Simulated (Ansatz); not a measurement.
System (SMILES): [PH2] (PH2), doublet.
Atoms: P1, H2, H3. Bonds: P1-H2, P1-H3.

Basis-set convergence of the optimised P1-H2 bond length at PBE with Ansatz (a quantum-chemistry and plane-wave program). Cartesian d functions, on some or all atoms, in 6-31G*, 6-31+G*, 6-311+G**; all else is spherical. The program fits the integrals of some runs and decomposes those of others, by size. Open shells are unrestricted. No added dispersion term, no relativity. Reference: the value in pcseg-4, 1.4344 Å, itself unsure by roughly 0.0003 Å (its mean distance from aug-pcseg-3, aug-cc-pV(Q+d)Z, cc-pV(5+d)Z). Deviations are taken from unrounded values.

```csv
basis,functions,optimised P1-H2 bond length (Å),minus reference (Å)
STO-3G,11,1.4300,-0.0044
6-31G,17,1.4747,0.0402
pcseg-0,17,1.4689,0.0345
def2-SV(P),22,1.4499,0.0155
6-31G*,23,1.4423,0.0079
6-31+G*,27,1.4418,0.0074
def2-SVP,28,1.4462,0.0118
6-311+G**,43,1.4407,0.0062
aug-pcseg-1,45,1.4456,0.0112
aug-cc-pV(D+d)Z,50,1.4450,0.0105
"6-311++G(2d,2p)",55,1.4350,0.0005
pcseg-2,62,1.4366,0.0021
jun-cc-pV(T+d)Z,76,1.4349,0.0005
def2-TZVPPD,82,1.4351,0.0007
"6-311++G(3df,3pd)",83,1.4348,0.0004
def2-QZVPP,130,1.4347,0.0003
aug-pcseg-3,187,1.4345,0.0001
pcseg-4,227,1.4344,0.0000
```

The smallest set listed that lies within 0.003 Å of the reference with all its larger relatives (same family, alike in diffuse functions; a set with none counts only in the reference's own line) is 6-311++G(2d,2p) (55 functions, 0.0005 Å off). Inside, with no larger relative to test it: def2-QZVPP, aug-pcseg-3. (Relatives not listed, tested too: aug-cc-pV(T+d)Z 0.0004, pcseg-3 0.0002, def2-QZVPPD 0.0002, aug-cc-pV(Q+d)Z -0.0006 Å.)
